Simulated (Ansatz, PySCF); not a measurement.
Molecule: allene, C3H4 (charge 0, singlet). SMILES: C=C=C
Coordinates optimised at B3LYP-D3(BJ)/def2-TZVP (Ansatz, an electronic-structure program):
```xyz
7

C      0.0000     0.0000     0.0000
C     -0.0052     0.0000     1.3001
C      0.0052     0.0000    -1.3001
H     -0.0108     0.9262     1.8632
H     -0.0040    -0.9263     1.8631
H      0.9337     0.0035    -1.8595
H     -0.9188    -0.0034    -1.8668
```
Charge 0, spin multiplicity 1.

Wanted: vertical triplet-singlet gap, E(triplet) - E(singlet), in eV. Set-up: each state is the SCF solution reached for its charge and spin; dispersion terms only where a functional's name holds one; open shells spin-unrestricted; non-relativistic; six Cartesian d functions in 6-31G* and its kin unless marked 5d; spin-orbit terms left out; frozen cores in correlated levels; 6-311+G** with 5d. First-principles rows: single points at B3LYP-D3(BJ) geometries (Ansatz). A UHF reference is markedly spin-contaminated in at least one set, which strains HF and MP2. Levels can end on unlike triplets.

| level | program | vertical triplet-singlet gap, E(triplet) - E(singlet) (eV) |
|---|---|---|
| HF/6-31G* | Ansatz | 3.82 |
| PBE/6-31G* | Ansatz | 4.87 |
| B3LYP/3-21G | Ansatz | 4.98 |
| B3LYP/6-311+G** | Ansatz | 4.78 |
| M06-2X/6-31G* (5d) | PySCF | 5.02 |
| MP2/6-31G* | Ansatz | 5.25 |
| PBE/def2-TZVPD | Ansatz | 4.78 |
| B3LYP/def2-TZVPD | Ansatz | 4.77 |

No value to compare with is used here. The 6 habitual levels span 3.82 (HF/6-31G*) to 5.25 eV (MP2/6-31G*); B3LYP/def2-TZVPD gives 4.77.

The levels are drawn from those run, B3LYP/6-31G* more often than the rest, none by its result; runs whose electronic state is in doubt are left out.
